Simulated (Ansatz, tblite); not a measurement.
**Ladder of methods for the band gap of 2H MoS2**

Reference value: 1.23 eV (measured, room temperature, no zero-point or thermal correction, bulk 2H, our sources range from 1.23 to 1.29; as tabulated in Bastos et al. (2019), arXiv:1903.08112).

```json
[
 {"level (code)": "IPEA1-xTB (tblite)", "value (eV)": "1.29", "cell (Å³/atom)": "16.06", "difference (eV)": "+0.06"},
 {"level (code)": "LDA (Ansatz)", "value (eV)": "0.71", "cell (Å³/atom)": "16.99", "difference (eV)": "-0.52"},
 {"level (code)": "RPBE (Ansatz)", "value (eV)": "0.89", "cell (Å³/atom)": "17.72", "difference (eV)": "-0.34"},
 {"level (code)": "rVV10 (Ansatz)", "value (eV)": "0.83", "cell (Å³/atom)": "18.53", "difference (eV)": "-0.40"}
]
```

Leaving aside IPEA1-xTB (doubt noted below): Of the ranked levels RPBE (-0.34 eV) comes nearest. Among them LDA (-0.52 eV) misses by most.

Semilocal Kohn–Sham gaps run low as a rule, and all computed gaps are for a static lattice, while measured ones hold electron–phonon shifts unless said otherwise. Levels without +SOC have no spin–orbit coupling; where heavier elements are present it shifts gaps, mostly down, and can invert bands. The crystal itself was run without spin with LDA, RPBE, rVV10; a magnetic state was not tried in these runs. IPEA1-xTB: the cell has another shape than the first-principles one, perhaps another minimum in the same group. IPEA1-xTB: the gap is read on the k mesh or supercell of the run alone and can be too large. IPEA1-xTB: this parameter set was refitted to ionisation energies, not structures. LDA: LDA has no dispersion term either, though it tends to give short spacings of layers, chains or molecules. Values are at the level's own relaxed cell; RPBE at the measured cell. Ansatz's density-functional and Hartree–Fock values are scalar-relativistic unless marked +SOC, with PAW data made under PBE.

Differences are worked out from the printed values.

Ansatz is an electronic-structure program.
